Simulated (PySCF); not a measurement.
## NH3, singlet: reading a ladder of total energies

Geometry: MP2(full)/6-31G*, from the G2/97 set.

```xyz
4

N     0.0000    0.0000    0.0689
H     0.0000    0.9397   -0.3194
H     0.8138   -0.4699   -0.3194
H    -0.8138   -0.4699   -0.3194
```

Basis cc-pVTZ; PySCF 2.14.0. Correlated methods freeze the noble-gas cores, which leaves 8 electrons in 71 orbitals. Prefix R: restricted or restricted open-shell reference.

Full CI isn't at hand for all of this; RCCSDT(Q) serves as the reference, and is uncertain by about the last step of the cluster series.

```
    level  total energy (hartree)
      RHF              -56.217494
     RMP2              -56.452901
    RCCSD              -56.465457
 RCCSD(T)              -56.473141
   RCCSDT              -56.473353
RCCSDT(Q)              -56.473657
```

Q: What is the correlation energy at RCCSDT(Q), and what share of it do RMP2 and RCCSDT recover?

A: E(corr) = -56.473657 − (-56.217494) = -0.256163 hartree = -6.971 eV. RMP2: -0.235407 / -0.256163 = 91.90 %. RCCSDT: -0.255859 / -0.256163 = 99.88 %.

Q: By how many kcal/mol does RCCSD(T) miss RCCSDT(Q) (1 hartree = 627.509 kcal/mol), and which steps make up the rest?

A: -56.473141 − (-56.473657) = 0.000516 hartree = 0.32 kcal/mol. Steps: RCCSDT − RCCSD(T) = -0.13, RCCSDT(Q) − RCCSDT = -0.19 kcal/mol. That is within 1 kcal/mol of the reference in this basis, which itself misses far more of the correlation at the basis-set limit.
